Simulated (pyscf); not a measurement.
A first-order saddle from PySCF, ωB97X-D3(BJ)/def2-SVP:

```xyz
6

C      0.0569     0.3498    -0.0882
H      0.5135     1.0729    -1.2186
H      0.8363     0.9118     0.4491
H     -0.9105     0.8243    -0.2909
H      0.3581    -0.5364    -0.6683
O     -0.3569    -0.5418     1.2357
```
Charge 0, spin multiplicity 3.

Surface: triplet, charge 0. Lowest wavenumbers (cm⁻¹): 1547i, 371, 477, 726, 856.

Which two sides does it connect, and which bonds change?

CH₄ (SMILES C) + O (SMILES [O]) [triplet] <-> H₃C–O• (SMILES C[O]) + H• (SMILES [H]), a substitution at C read from left to right: C–H broken and C–O formed. At CCSD(T)/def2-TZVPP + ΔMP2(QZVPP) it lies +51.5 kcal/mol from the left side and +29.8 kcal/mol from the right (each side as separated species at their lowest minima found). The same reactants have a lower exit, to CH₃• + OH• (barrier +12.5 kcal/mol at ωB97M-D3(BJ), against +49.1 kcal/mol here). H₃C–O• + H• also meet on a surface of lower spin, which isn't treated here. H₃C–O• lies 7.0 kcal/mol over its isomer •H₂C–OH, and others may lie lower still (electronic energy, ωB97M-D3(BJ)). This is the saddle that the search found; another between the same sides may lie lower. The angle at the attacked C is 176°. The CCSD(T) − MP2 part came from Ansatz, without density fitting, on the same reference. A UHF reference is spin-contaminated (<S²> up to 2.12), which harms MP2 most. Left out: the spin-orbit lowering of O.
